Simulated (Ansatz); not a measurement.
Process, species as SMILES: OCl (OH-Cl) → HClO+ (doublet, bonded as OCl) + e-
B3LYP-D3(BJ)/def2-TZVP geometries, fixed; electronic energies without zero-point terms.

Energies in hartree at PBE with Ansatz (a quantum-chemistry and plane-wave program); the adiabatic ionisation energy is their sum with the coefficients shown, times 27.2114 eV a hartree. All functions are spherical. Open shells are unrestricted. No added dispersion term, no relativity.

| species | coefficient | part | cc-pV(D+d)Z | cc-pV(T+d)Z | cc-pV(Q+d)Z |
|---|---|---|---|---|---|
| OCl (OH-Cl) | -1 | PBE | -535.69723 | -535.74847 | -535.76070 |
| HClO+ (doublet, bonded as OCl) | +1 | PBE | -535.30702 | -535.35569 | -535.36666 |

Task: Predict the adiabatic ionisation energy in cc-pV(5+d)Z (X = 5): let each PBE step shrink by the ratio of the last two. Compare with the run.

Result: 
- OCl (OH-Cl): steps -0.05124 and -0.01223, ratio 0.239, so PBE -535.76362 (run: -535.76698).
- HClO+ (doublet, bonded as OCl): steps -0.04867 and -0.01097, ratio 0.225, so PBE -535.36913 (run: -535.37210).
Predicted 10.735 eV; the run in cc-pV(5+d)Z gives 10.745, a miss of -0.011. Keeping the value in cc-pV(Q+d)Z, 10.722, would miss by -0.023. All sums are of the energies as printed.
